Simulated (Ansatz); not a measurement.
**How far each method lies from UCCSDTQ for HGeC⁺, quintet**

Geometry: that of the HGeC, quartet, kept fixed. The triplet lies 1.4 eV lower here.

```yaml
atoms:
  - { symbol: Ge, position_ang: [0.0000, -0.0306, 0.2699] }
  - { symbol: C, position_ang: [0.0000, 0.0546, -1.6749] }
  - { symbol: H, position_ang: [0.0000, 1.5546, 0.5098] }
```

Basis cc-pVDZ; Ansatz 0.2.0. Correlated methods freeze the noble-gas cores and the filled d shells of p-block atoms, which leaves 8 electrons in 31 orbitals. Prefix R: restricted or restricted open-shell reference; prefix U: unrestricted. Active spaces: valence = (8e, 9o) chosen from the atoms' valence shells. No spin–orbit coupling is included, and no scalar relativity.

Full CI isn't at hand for all of this; UCCSDTQ serves as the reference, and is uncertain by about the last step of the cluster series. The frozen core follows each run's orbitals, which can shift R against U totals by a few meV for light atoms and by up to 0.1 eV past Ca.

The UHF ⟨S²⟩ is 6.026. The T1 diagnostic (RCCSD) is 0.0494, the largest doubles amplitude (RCCSD) is 0.070 and the T1 diagnostic (UCCSD) is 0.0422.

```csv
level,E − E(RHF) (eV)
UHF,-0.1608
UMP2,-3.0808
UCCSD,-3.9520
UCCSD(T),-4.0785
```

Question: Estimate how far UCCSDTQ in cc-pVDZ lies from UCCSD(T). The table doesn't fix it; the size of (T) and the diagnostics are the guide.

Answer: UCCSDTQ in cc-pVDZ lies 50 meV below UCCSD(T), which is 40 % of the (T) step (-126 meV). T1 is raised, and the rest is a large part of (T). The miss exceeds 1 kcal/mol.

The other levels:

```
    level  E − E(UCCSDTQ) (meV)  share of correlation (%)  wall time
   UCCSDT                     9                     99.79          –
UCCSDT(Q)                     1                     99.98      8.5 s
```

The correlation energy at UCCSDTQ, counted from RHF, is -4.129 eV. That run took 35 s on 2 threads of AMD EPYC 7R13 with a shared H100 80 GB, shared host.

Run but not shown, since their state or frozen core can't be matched to the reference's or they repeat it: RHF, RMP2, CISD, RCCSD, RCCSD(T), BCCD(T), RCCSDT, RCCSDT(Q), RCCSDTQ, CASSCF (valence space), NEVPT2 (valence space), MRCISD (valence space), MRCISD+Q (valence space).

Times hold each run's SCF and search for its determinant on a shared host, so for small cases they say little of a method's own cost; they ran on 1 thread of AMD EPYC 7R13.

Natural occupations of CASSCF (valence space) about the gap: 1.972 1.947 1.009 0.999 0.994 0.980 0.036 0.033 0.029; effectively unpaired electrons, Σ n²(2−n)², 4.03.
